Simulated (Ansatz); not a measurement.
Geometry optimisation, Ansatz 0.2.0, UKS PBE0-D4/def2-SVP.

The input (input.yaml):

```yaml
crystal:
  periodic: [false, false, false]
  atoms:
    - { symbol: C, position_ang: [-0.68014, 0.41664, -0.56503] }
    - { symbol: B, position_ang: [0.11999, 0.27118, 0.6778] }
    - { symbol: S, position_ang: [1.36125, -1.03051, 0.79831] }
    - { symbol: H, position_ang: [-0.57577, -0.21849, -1.43318] }
    - { symbol: H, position_ang: [-1.43539, 1.17601, -0.68997] }
    - { symbol: H, position_ang: [0.01463, 0.95222, 1.62158] }
    - { symbol: H, position_ang: [1.79219, -0.77197, 2.03187] }
magnetization:
  spin_polarized: true
  initial_magnetization: 1
basis:
  gaussian: { orbitals: def2-SVP }
hamiltonian:
  xc: pbe0
  dispersion: d4
relax:
  f_tol: 0.015
  max_steps: 40
output:
  orbitals: {}
```

Run as:

```bash
$ ansatz run input.yaml --threads 1 --pin off --max-ram 2048MiB --backend cpu --events-out ev --progress --plain --runs-dir out
```

Task: Where does it end, and by what steps?

Result: It converged. After 5 steps the energy has fallen by 0.064 eV; H6 moved furthest, 0.07 Å.

| step | energy less start (eV) | largest force component (eV/Å) | accepted |
| --- | --- | --- | --- |
| 0 | 0.0000 | 0.882 | yes |
| 1 | -0.0560 | 0.351 | yes |
| 2 | -0.0611 | 0.153 | yes |
| 3 | -0.0634 | 0.060 | yes |
| 4 | -0.0636 | 0.016 | yes |
| 5 | -0.0636 | 0.001 | yes |

```xyz
7
Properties=species:S:1:pos:R:3
C -0.684 0.413 -0.576
B 0.130 0.275 0.704
S 1.356 -1.035 0.779
H -0.559 -0.244 -1.445
H -1.450 1.187 -0.701
H -0.015 1.004 1.654
H 1.819 -0.805 2.026
```

Whether the end is a true minimum wasn't checked by a vibrational analysis.

The run took 15 s on 1 CPU thread of a shared host.
